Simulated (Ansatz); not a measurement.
C$_{3}$H$_{5}$FO$_{2}$, SMILES `COC1(F)CO1`, relaxed with RKS PBE0-D4/def2-TZVP in Ansatz from a PBE-D4/def2-SVP geometry. The force threshold is 0.005 eV/Å; the program also tests the step.

Total charge 0; spin multiplicity 1.

Start:

```xyz
11

C     0.481   -1.274   -1.119
O     0.829   -0.402   -0.038
C    -0.241    0.180    0.561
F    -1.014   -0.732    1.233
C    -0.193    1.563    1.022
O    -0.981    1.127   -0.137
H     1.431   -1.656   -1.534
H    -0.136   -2.127   -0.765
H    -0.073   -0.722   -1.909
H     0.687    2.187    0.783
H    -0.791    1.856    1.904
```

```csv
step,energy (eV),largest force (eV/Å),largest move (Å)
1,-9995.5832,0.701,0.000
2,-9995.6318,0.316,0.025
3,-9995.6378,0.040,0.012
4,-9995.6379,0.012,0.003
5,-9995.6379,0.008,0.005
6,-9995.6379,0.009,0.005
7,-9995.6379,0.003,0.005
```

End:

```xyz
11

C     0.472   -1.268   -1.111
O     0.821   -0.407   -0.032
C    -0.233    0.182    0.556
F    -1.010   -0.713    1.214
C    -0.188    1.548    1.016
O    -0.958    1.121   -0.141
H     1.411   -1.623   -1.531
H    -0.116   -2.118   -0.758
H    -0.088   -0.719   -1.873
H     0.678    2.160    0.785
H    -0.789    1.837    1.873
```

Hardware: 4 threads of an Arm Neoverse V2 on a shared host. Wall time 25 s, peak host memory 0.55 GiB.
